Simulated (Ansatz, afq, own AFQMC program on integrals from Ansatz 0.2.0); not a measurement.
# Atomization energy of AlH₃, singlet

```yaml
atoms:
  - { symbol: Al, position_ang: [0.0000, 0.0000, 0.0000] }
  - { symbol: H, position_ang: [1.5858, 0.0151, -0.0001] }
  - { symbol: H, position_ang: [-0.8059, 1.3658, -0.0028] }
  - { symbol: H, position_ang: [-0.7799, -1.3808, 0.0029] }
```

Atoms in their ground-state spins without spin–orbit coupling (mostly on UHF) minus the molecule (RHF), without zero-point energy. The geometry is a stationary point, not shown to be a minimum.

Basis cc-pVDZ. Noble-gas cores (and the filled d shells of Ga–Kr and In–Xe) are frozen. Ansatz 0.2.0 and our own AFQMC program on the same integrals; the CISD trial comes from CCSD amplitudes, and released means the phaseless constraint is let go. Free projection: walkers drawn from exp(T), propagated without any constraint. Its projection time is finite, and what remains of the start isn't in its error. Uncertainties: one standard error, sampling alone. The errors of all members are added in quadrature.

Full CI on the same integrals is exact in this basis and with this determinant's frozen core.

The best estimate is CCSD(T) at the basis-set limit (CBS: def2-TZVPP and def2-QZVPP, with their diffuse functions for anions and beside diffuse sets, CCSD(T) itself extrapolated) plus the step from CCSD(T) to full CI in cc-pVDZ. Rows without CBS are in cc-pVDZ, the functionals in def2-TZVP; B2PLYP and the wave-function rows carry a basis error of their own. Core correlation and relativity beyond core potentials are missing, and ± holds the sampling alone.

Cautions: other spins of the molecule weren't checked.

| level | atomization energy (kcal/mol) |
| --- | --- |
| r2SCAN | 211.4 |
| PBE0 | 205.0 |
| CCSD | 197.3 |

Task: From these cheaper values, estimate the atomization energy at the level of the best estimate.

Result: 214.2 kcal/mol (best estimate, highest rung FCI).

```json
{"level": "HF", "atomization energy (kcal/mol)": "163.4", "error against the best estimate (kcal/mol)": "-50.8"}
{"level": "MP2", "atomization energy (kcal/mol)": "192.4", "error against the best estimate (kcal/mol)": "-21.7"}
{"level": "CCSD(T)", "atomization energy (kcal/mol)": "197.6", "error against the best estimate (kcal/mol)": "-16.6"}
{"level": "ph-AFQMC/CISD", "atomization energy (kcal/mol)": "197.7 ± 0.04", "error against the best estimate (kcal/mol)": "-16.4 ± 0.04"}
{"level": "released AFQMC", "atomization energy (kcal/mol)": "197.7 ± 0.04", "error against the best estimate (kcal/mol)": "-16.5 ± 0.04"}
{"level": "free AFQMC", "atomization energy (kcal/mol)": "197.7 ± 0.06", "error against the best estimate (kcal/mol)": "-16.4 ± 0.06"}
{"level": "FCI", "atomization energy (kcal/mol)": "197.6", "error against the best estimate (kcal/mol)": "-16.6"}
{"level": "HF/CBS", "atomization energy (kcal/mol)": "168.6", "error against the best estimate (kcal/mol)": "-45.5"}
{"level": "MP2/CBS", "atomization energy (kcal/mol)": "209.2", "error against the best estimate (kcal/mol)": "-5.0"}
{"level": "CCSD(T)/CBS", "atomization energy (kcal/mol)": "214.1", "error against the best estimate (kcal/mol)": "0.0"}
{"level": "PBE", "atomization energy (kcal/mol)": "203.3", "error against the best estimate (kcal/mol)": "-10.8"}
{"level": "B3LYP", "atomization energy (kcal/mol)": "212.4", "error against the best estimate (kcal/mol)": "-1.8"}
{"level": "wB97M-V", "atomization energy (kcal/mol)": "213.4", "error against the best estimate (kcal/mol)": "-0.8"}
{"level": "B2PLYP", "atomization energy (kcal/mol)": "209.1", "error against the best estimate (kcal/mol)": "-5.1"}
```

Correlation beyond CCSD(T) changes it by less than 2 meV. Going to the basis-set limit adds 16.6 kcal/mol at CCSD(T). The perturbative (T) step is worth +0.3 kcal/mol. The functionals spread over 10.0 kcal/mol; wB97M-V comes nearest and PBE is 10.8 kcal/mol too low.

Best estimates are given only where the step beyond CCSD(T) is under 0.3 eV and no member's determinant is very poor (T1 over 0.05, or 0.07 for open shells, ⟨S²⟩ too high by 0.3, two states mixed), so the hardest cases are missing from such tables.

The functionals ran in a triple-zeta set and keep a basis error of their own, a few kJ/mol for each bond in atomization energies and more for double hybrids, so close places among them and the extrapolated levels can swap.

Free projections are given only where their last times agree within the noise and don't stop above the reference; a slow remainder of the start can still hide under it. Each member of a difference takes its own highest rung, so a best estimate needn't equal the limit plus the step of one row. A walk keeps the symmetry of its determinant, which the program's search chose and which needn't be the lowest solution, so a lower state of the same spin and another symmetry isn't excluded. Released energies are given only where the last usable release times agree within the noise; a slower fall can still hide under it.
